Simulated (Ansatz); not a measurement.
Consider GaP in the zinc blende structure (space group F-43m, No. 216; a = 5.4385 Å).

Levels (all Ansatz, an electronic-structure program, PAW): PBEsol (420 eV, no spin-orbit coupling); r2SCAN (500 eV, no spin-orbit coupling); HSE06 (420 eV, no spin-orbit coupling).

Levels that relaxed their own cell: PBEsol.

```csv
level,band gap,lattice parameter a
PBEsol,1.45 eV,5.438 Å
r2SCAN,1.83 eV,–
HSE06,2.24 eV,–
```

Question: What does experiment give, and how far off is each level?

Answer: Measured: band gap 2.43 eV (static lattice; corrected from measurement; as listed in Wei Chen et al., Physical Review Materials (2018)); lattice parameter a 5.439 Å (static lattice; corrected from measurement; as listed in Daniel Mejia-Rodriguez, S. B. Trickey, Phys. Rev. B (2018)). Computed minus measured — band gap: PBEsol -0.98 eV, r2SCAN -0.60 eV, HSE06 -0.19 eV (closest: HSE06); lattice parameter a: PBEsol -0.0 %. A measured gap can be an optical one, lowered by exciton binding. Levels without spin-orbit coupling miss its lowering of the gap, often about a third of the valence-band splitting.

Single points use the geometry relaxed with PBEsol. HSE06 gaps are upper bounds (no full band path). Whether these cells are dynamically stable was not tested.
